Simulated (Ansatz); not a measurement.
Reaction (hydrogenolysis of a C–F bond): `Fc1ccc(F)cc1` + H₂ → `Fc1ccccc1` + H–F

Isolated molecules relaxed with PBE0-D4/def2-TZVP in Ansatz; ΔE leaves out vibrations. CCSD(T)/CBS is the MP2 limit (def2-TZVPP, def2-QZVPP) plus CCSD(T) − MP2 in def2-TZVPP, frozen cores. This one scheme is used for every species. DFT in def2-TZVPP. B3LYP here is the variant with VWN-RPA as its local correlation; programs differ in this. HSE06 is defined as in plane-wave codes.

`Fc1ccc(F)cc1`:

Cartesian coordinates in Å:
```
F 1.017 0.505 2.451
C 0.513 0.255 1.236
C 0.261 -1.054 0.873
C -0.261 -1.313 -0.385
C -0.513 -0.255 -1.236
F -1.017 -0.505 -2.451
C -0.261 1.054 -0.873
C 0.261 1.313 0.385
H 0.473 -1.855 1.570
H -0.473 -2.324 -0.709
H -0.473 1.855 -1.570
H 0.473 2.324 0.709
```

H₂:

Cartesian coordinates in Å:
```
H 0.179 0.070 0.320
H -0.179 -0.070 -0.320
```

`Fc1ccccc1`:

Z-matrix (Å, degrees):
```
C
C 1 1.381
C 1 1.381 2 122.3
F 1 1.340 2 118.9 3 -180.0
C 2 1.387 1 118.5 3 -0.0
H 2 1.083 1 119.7 3 180.0
C 3 1.387 1 118.5 2 0.0
H 3 1.083 1 119.7 2 180.0
C 5 1.387 2 120.5 1 0.0
H 5 1.084 2 119.4 1 180.0
H 7 1.084 3 119.4 1 180.0
H 9 1.083 5 120.1 2 -180.0
```

H–F:

Z-matrix (Å, degrees):
```
F
H 1 0.920
```

Question: Is it downhill or uphill in electronic energy at CCSD(T)/CBS, and by how much? (An estimate is asked.)

Answer: The calculation gave: Downhill: ΔE = -102.7 kJ/mol.

Question: What do these levels give: LDA (SPW92), PBE0-D4, B3LYP-D4, HSE06-D4, PBE, B3LYP, r2SCANh, LC-ωPBE, HF/def2-TZVPP, CCSD(T)/def2-TZVPP, HF/CBS(def2), MP2/CBS(def2)? (Best estimate.)

Answer: The calculation gave: LDA (SPW92) -75.2, PBE0-D4 -90.0, B3LYP-D4 -86.4, HSE06-D4 -90.0, PBE -82.0, B3LYP -87.9, r2SCANh -84.4, LC-ωPBE -89.9, HF/def2-TZVPP -101.7, CCSD(T)/def2-TZVPP -98.0, HF/CBS(def2) -102.4, MP2/CBS(def2) -108.8 kJ/mol.

Largest T1 diagnostic among the species: 0.011.

From r2SCAN to r2SCAN0 (25 % exact exchange), in def2-TZVPP and without D4, ΔE moves by −8.8 kJ/mol. At CCSD(T), def2-SVP lies +18.2 kJ/mol from the extrapolated value and def2-TZVPP +4.7 kJ/mol.
